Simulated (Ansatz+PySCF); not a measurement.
Values are calculated unless marked as measured or tabulated.
Input for PySCF 2.14.0:

```python
from pyscf import gto, scf

mol = gto.M(atom="""
B 0.000000 0.000000 0.000000
H 0.780780 0.780780 0.780780
H 0.780780 -0.780780 -0.780780
H -0.780780 0.780780 -0.780780
H -0.780780 -0.780780 0.780780
""", basis='def2-svp', charge=-1, spin=0)
mf = scf.RHF(mol)
mf.kernel()
print(mf.converged, mf.e_tot, mf.spin_square()[0])
```

The script is written out from the run's settings.

Results

```
Converged                       : yes
Total energy                    : -26.94232 hartree
Spin squared of the determinant : 0.000
Cycles                          : 7
```

Caution: no diffuse functions for an anion.
